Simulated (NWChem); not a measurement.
# PH3 (SMILES P): wB97X/DGauss-DZVP

Aim: the vertical ionisation energy of PH3 at wB97X/DGauss-DZVP, from 2 runs. 

The calculation is run with NWChem 7.3.0.

1 further run of the same task is left out (set aside as unsound or not needed).

## 1. The system as given

PH3: 4 atoms, total charge 0, spin state singlet. SMILES: `P`. Geometry: relaxed at PBE0-D4/def2-TZVP.

Bond lengths: P1–H2 1.420 Å, P1–H3 1.420 Å, P1–H4 1.420 Å. Angles: H2–P1–H3 93.1°, H2–P1–H4 93.1°, H3–P1–H4 93.1°.

## 2. A single-point energy at wB97X/DGauss-DZVP

Contents of h3p.nw:

```
start h3p
title "H3P"
memory 2200 mb
geometry units angstrom noautosym nocenter noautoz
P        0.346000      -0.326500      -0.332800
H        0.630900      -0.034000       1.027000
H       -1.005500      -0.663000      -0.057200
H        0.028700       1.023500      -0.636900
end
basis "ao basis" spherical bse
* library DGauss-DZVP
end
dft
xc wb97x
grid fine
convergence energy 1e-08
iterations 100
mulliken
print low
end
task dft
```

The run is started by

```
$ nwchem h3p.nw > h3p.out
```

What it wrote:

```text
[...]
 d= 0,ls=0.0,diis     1   -343.0703117356 -3.61D+02  9.82D-03  7.25D-02     0.5
[...]
 d= 0,ls=0.0,diis     7   -343.0833447704 -4.70D-09  3.64D-06  2.69D-10     2.8
         Total DFT energy =     -343.083344770390
      One electron energy =     -508.299816631179
           Coulomb energy =      171.926042242086
    Exchange-Corr. energy =      -24.252193493598
 Nuclear repulsion energy =       17.542623112300
[...]
      Total Density - Mulliken Population Analysis
     ---------------------------------------------
    Atom       Charge   Shell Charges
 -----------   ------   -------------------------------------------------------
    1 P   15    15.16   2.00  2.00  1.02  0.76  5.99  2.67  0.62  0.10
    2 H    1     0.95   0.55  0.40
    3 H    1     0.95   0.55  0.40
    4 H    1     0.95   0.55  0.40
[...]
```

Wall time 3.6 s (1 thread of Intel Xeon Platinum 8488C (Sapphire Rapids), shared host); peak memory 0.11 GiB.

## 3. The doublet cation, same level

Contents of a.nw:

```
START a
TITLE "H3P wB97X"
memory total 2200 mb
charge 1
GEOMETRY noautosym nocenter noautoz
 P     0.346000   -0.326500   -0.332800
 H     0.630900   -0.034000    1.027000
 H    -1.005500   -0.663000   -0.057200
 H     0.028700    1.023500   -0.636900
END
BASIS "ao basis" spherical bse
 * library DGauss-DZVP
END
DFT
 xc wb97x
 mult 2
 grid fine
 convergence energy 1e-08
 iterations 100
 mulliken
 noprint "final vectors analysis"
END
TASK dft
```

The run is started by

```
$ nwchem a.nw > a.out
```

What it wrote:

```text
[...]
          Wavefunction type:  spin polarized.
          No. of atoms     :     4
          No. of electrons :    17
[...]
          Charge           :     1
          Spin multiplicity:     2
[...]
          AO basis - number of functions:    24
[...]
              XC Information
              --------------
                       wb97x  Method XC Functional
                     Hartree-Fock (Exact) Exchange  1.000
                         wb97x Exchange Functional  1.000
                      wb97x Correlation Functional  1.000
[...]
 d= 0,ls=0.0,diis     1   -342.6110226988 -3.60D+02  2.37D-02  1.88D-01     0.5
[...]
 d= 0,ls=0.0,diis     9   -342.6953547376 -1.93D-10  1.68D-07  3.33D-12     4.1
[...]
         Total DFT energy =     -342.695354737632
      One electron energy =     -502.274712662296
           Coulomb energy =      166.001499425214
    Exchange-Corr. energy =      -23.964764612849
 Nuclear repulsion energy =       17.542623112300
[...]
      Total Density - Mulliken Population Analysis
     ---------------------------------------------
    Atom       Charge   Shell Charges
 -----------   ------   -------------------------------------------------------
    1 P   15    14.64   2.00  2.00  1.04  0.64  5.99  2.63  0.24  0.10
    2 H    1     0.79   0.52  0.27
    3 H    1     0.79   0.52  0.27
    4 H    1     0.79   0.52  0.27
[...]
      <S2> =      0.7514 (Exact =     0.7500)
[...]
```

Run time: 4.8 s. Hardware: 1 thread of Intel Xeon Platinum 8488C (Sapphire Rapids), shared host; peak memory 0.11 GiB.

## 4. Summary of results

Level: wB97X/DGauss-DZVP.

```
                                          quantity          value
                         singlet PH3: total energy  -343.08334 Eh
                      doublet cation: total energy  -342.69535 Eh
                              doublet cation: ⟨S²⟩          0.751
vertical ionisation energy (to the doublet cation)      10.558 eV
```

In words: The vertical ionisation energy comes to 10.56 eV (243 kcal/mol). Mulliken charges (doublet cation) run from +0.21 on H2 to +0.36 on P1.
